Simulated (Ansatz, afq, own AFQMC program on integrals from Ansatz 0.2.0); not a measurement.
Atomization energy of TiF₂, singlet

```xyz
3

Ti    0.0000    0.0000    0.0000
F     0.0000    0.0000   -1.8248
F     0.0000    0.0000    1.8248
```

Connectivity, by distances: F–Ti–F.

Atoms in their ground-state spins without spin–orbit coupling (mostly on UHF) minus the molecule (RHF), without zero-point energy. The geometry is a stationary point, not shown to be a minimum.

Basis def2-SVP. Noble-gas cores (and the filled d shells of Ga–Kr and In–Xe) are frozen. AFQMC by an in-house program on the Cholesky factors that Ansatz 0.2.0 writes for its CCSD(T) run. The CISD trial takes its coefficients from CCSD amplitudes. Released means that phaseless walkers are propagated on without the constraint, phases kept. Uncertainties: one standard error, sampling alone. The metal's outer-core s and p shells are frozen, which shifts wave-function levels against functionals. The errors of all members are added in quadrature.

No full CI on the walks' own integrals is used here; CCSDT(Q) serves as the reference and is uncertain by about the last step of the cluster series. Each member takes its own surest rung, up to full CI.

Errors are counted within def2-SVP, not against nature.

Cautions: no relativity below Rb; outer-core shells of the metal frozen; TiF₂ (singlet): higher spins were not checked, restricted determinant unstable towards unrestricted (UHF 791 meV lower, ⟨S²⟩ 1.00), the ph-AFQMC/HF walk drifts between its halves (2.2 errors).

Reference (CCSDT(Q)): 233.4 kcal/mol.

```json
{"level": "HF", "atomization energy (kcal/mol)": "163.5", "error against CCSDT(Q) (kcal/mol)": "-69.9"}
{"level": "MP2", "atomization energy (kcal/mol)": "241.9", "error against CCSDT(Q) (kcal/mol)": "8.5"}
{"level": "CCSD", "atomization energy (kcal/mol)": "228.4", "error against CCSDT(Q) (kcal/mol)": "-5.1"}
{"level": "CCSD(T)", "atomization energy (kcal/mol)": "231.6", "error against CCSDT(Q) (kcal/mol)": "-1.8"}
{"level": "CCSDT", "atomization energy (kcal/mol)": "232.2", "error against CCSDT(Q) (kcal/mol)": "-1.3"}
{"level": "ph-AFQMC/HF", "atomization energy (kcal/mol)": "245.8 ± 2.8", "error against CCSDT(Q) (kcal/mol)": "12.3 ± 2.8"}
{"level": "ph-AFQMC/CISD", "atomization energy (kcal/mol)": "233.1 ± 0.8", "error against CCSDT(Q) (kcal/mol)": "-0.3 ± 0.8"}
```

Correlation beyond CCSD(T) adds 1.8 kcal/mol. The perturbative (T) step is worth +3.3 kcal/mol.

A walk keeps the symmetry of its determinant, which the program's search chose and which needn't be the lowest solution, so a lower state of the same spin and another symmetry isn't excluded.
